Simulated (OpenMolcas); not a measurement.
**Potential curves of Na₂⁺: spin-free states**

Calculated with OpenMolcas 26.06: state-averaged CASSCF(1,8) over Na 3s 3p, Na 3s 3p, XMS-CASPT2 (IPEA 0.25, imaginary shift 0.2 hartree), scalar X2C, ANO-RCC-VTZP, then RASSI spin–orbit state interaction with atomic mean-field integrals. C2 symmetry about the axis (a holds Σ, Δ, Γ; b holds Π, Φ, H; Σ⁺ and Σ⁻ are not told apart); roots by multiplicity and irrep: 2a 3, 2b 2.

XMS-CASPT2 energies in eV from the lowest point. Curves are followed by energy order within each symmetry, so they are adiabatic and may change character at avoided crossings and where g and u states cross; Σ⁺ and Σ⁻ are counted together.

```csv
R (Å),(1)2Σ,(2)2Σ,(3)2Σ,(1)2Π
3.138,0.080,2.767,4.346,3.221
3.321,0.025,2.564,4.131,3.136
3.485,0.002,2.399,3.964,3.076
3.649,0.000,2.250,3.816,3.030
3.832,0.013,2.100,3.672,2.992
4.014,0.041,1.964,3.543,2.964
4.269,0.095,1.797,3.388,2.938
4.598,0.181,1.617,3.221,2.922
5.109,0.326,1.403,3.020,2.921
5.838,0.519,1.201,2.829,2.942
6.933,0.733,1.046,2.708,2.984
8.393,0.879,0.975,2.738,3.022
```

g and u states are not told apart. Only roots inside an energy window near the equilibrium distance were included, so the list of states is not complete; labels number the states computed. Each spin and symmetry block has orbitals of its own, averaged over its own roots, so gaps between blocks are less sure than gaps within one and near the minimum can be off by tenths of an eV, in bad cases by more. No Rydberg orbitals are active, so Rydberg states, and σ→σ* states whose orbital the CASSCF left unused, can be missing between those listed. At stretched bonds a block can hold a wrong CASSCF solution and miss its lowest state; points past a visible jump are left out. Points that failed a check (symmetry, reference weights, a jump) are left out.
